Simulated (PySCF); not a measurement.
Building multiplets from coupling constants

Numbering as in the mapped SMILES `[CH3:1]/[CH:2]=[N:3]\[OH:4]`. Each H is labelled by its parent atom.

PySCF 2.14.0 with density-fitted response routines calculation with geometry: PBE0-D3(BJ)/def2-SVP, J: B3LYP/pcJ-1 and shielding tensors at KT3/pcSseg-2 (GIAO); fast rotation and ring inversion assumed for equivalent nuclei, gas phase, non-relativistic, one conformer.

Chemical shifts δ = σref − σ; 1H (σref 31.35) and 13C (σref 181.31) vs TMS, all at this level.

Spectrometer: 600 MHz for 1H. First-order analysis; couplings under 1 Hz (under 4 Hz in carbon signals) are ignored, and nearly equal couplings are merged; the smaller ones broaden or split the lines further.

Question: What pattern does H(C2) show (1H)?

Answer: A quartet at δ 6.41: 6.8 Hz to H(C1) (3 × 1H, 3 bonds away). Lines in Hz from the centre (relative intensity): +10.2 (1), +3.4 (3), -3.4 (3), -10.2 (1). The outer lines are 20.4 Hz apart, the sum of the couplings kept, or 0.034 ppm at this field.

Question: What pattern does H(C1) show (1H)?

Answer: A doublet at δ 1.89: 6.8 Hz to H(C2) (1 × 1H, 3 bonds away). Lines in Hz from the centre (relative intensity): +3.4 (1), -3.4 (1). The outer lines are 6.8 Hz apart, the sum of the couplings kept, or 0.011 ppm at this field.

Question: What pattern does C2 show in the proton-coupled 13C spectrum?

Answer: A doublet of quartets at δ 140.9: 185.2 Hz to H(C2) (1 × 1H, 1 bond away), 6.5 Hz to H(C1) (3 × 1H, 2 bonds away). Lines in Hz from the centre (relative intensity): +102.3 (1), +95.8 (3), +89.3 (3), +82.8 (1), -82.8 (1), -89.3 (3), -95.8 (3), -102.3 (1). The outer lines are 204.7 Hz apart, the sum of the couplings kept, or 1.357 ppm at this field.

Exchangeable OH/NH protons stand at their gas-phase positions; hydrogen bonding in a real sample shifts them, mostly to higher δ. Unscaled 3J(H,H) at this level run about 10 % above measured values.
